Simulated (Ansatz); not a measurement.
fcc Rh: PBE at its full settings (plane-wave cutoff 520 eV, 24×24×24 k mesh, Fermi–Dirac smearing 0.05 eV, no spin polarisation, scalar-relativistic PAW data made under PBE) and at cheaper ones, in a cell of 1 atom with Γ-centred meshes.

```json
[
 {"level and setting": "PBE (Ansatz)", "lattice constant a (Å)": "3.830", "bulk modulus (GPa)": "257"},
 {"level and setting": "PBE (300 eV cutoff) (Ansatz)", "lattice constant a (Å)": "3.831", "bulk modulus (GPa)": "275"},
 {"level and setting": "PBE (Γ point alone) (Ansatz)", "lattice constant a (Å)": "3.886", "bulk modulus (GPa)": "391"},
 {"level and setting": "PBE (2×2×2 k mesh) (Ansatz)", "lattice constant a (Å)": "4.228", "bulk modulus (GPa)": "69.0"},
 {"level and setting": "PBE (4×4×4 k mesh) (Ansatz)", "lattice constant a (Å)": "3.797", "bulk modulus (GPa)": "271"},
 {"level and setting": "PBE (6×6×6 k mesh) (Ansatz)", "lattice constant a (Å)": "3.837", "bulk modulus (GPa)": "253"},
 {"level and setting": "PBE (Fermi-Dirac smearing of 0.3 eV) (Ansatz)", "lattice constant a (Å)": "3.850", "bulk modulus (GPa)": "235"}
]
```

Largest shifts from the full settings: lattice constant a +10.4 % (PBE (2×2×2 k mesh)), against a difference of +0.95 % of the full result from the reference 3.794 Å (measured, static lattice: zero-point anharmonic expansion removed; as tabulated in Mejia-Rodriguez and Trickey (2018), arXiv:1807.09216); bulk modulus -73 % (PBE (2×2×2 k mesh)), against a difference of -5.2 % of the full result from the reference 271 GPa (measured, corrected for temperature and zero-point phonon effects, our sources range from 271 to 289; as tabulated in Levämäki et al. (2014), arXiv:1402.3671).

The full settings aren't shown to be converged themselves.

Ansatz's density-functional and Hartree–Fock values are scalar-relativistic unless marked +SOC, with PAW data made under PBE.

Run with cheap settings on purpose, which may leave them unconverged: PBE (2×2×2 k mesh), PBE (300 eV cutoff), PBE (4×4×4 k mesh), PBE (6×6×6 k mesh), PBE (Fermi-Dirac smearing of 0.3 eV), PBE (Γ point alone).

Ansatz is a first-principles code.
